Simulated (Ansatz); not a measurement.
A made-up structure of AlSiH$_{2}$O (charge -1), singlet:

```
5
angstrom
O 1.1898 0.9035 0.3788
Al -0.1651 -0.9758 -0.3160
Si -0.3078 0.2599 0.9289
H -1.4215 -2.0236 -0.2044
H 0.8900 1.4797 -0.3416
```

It is relaxed with PBE-D4/def2-SVPD and then PBE0-D4/def2-TZVPD (Ansatz 0.2.0). Atoms count as bonded within 1.22 times the sum of their covalent radii (H–H: 0.88 Å). The end point is not checked to be a true minimum.

Q: Does its bonding change? (Judge from chemistry; the calculation decides.)

A: By the calculation: No: no bond forms or breaks.

Where it ends: The first stage lowers the energy by 4.84 eV in 11 steps. It ends as AlSiH₂O ([OH][Si][AlH]), total charge -1:
| atom | x (Å) | y (Å) | z (Å) |
| --- | --- | --- | --- |
| O1 | 1.1990 | 1.4995 | 0.5714 |
| Al2 | -0.3625 | -1.5868 | -0.3503 |
| Si3 | 0.0238 | 0.3111 | 0.9309 |
| H4 | -1.8248 | -2.3321 | -0.3548 |
| H5 | 1.1499 | 1.7519 | -0.3516 |

Labels in which every atom is bracketed show which atoms are joined, not bond orders.

For scale, one of the runs: PBE0-D4/def2-TZVPD relaxation, 144 basis functions, launched by `ansatz run in.yaml --threads 2 --pin off --events-out ev --progress --plain --max-ram 4352MiB`. Hardware: 2 CPU threads of an Arm Neoverse V2, shared host. Wall time about 24 s.
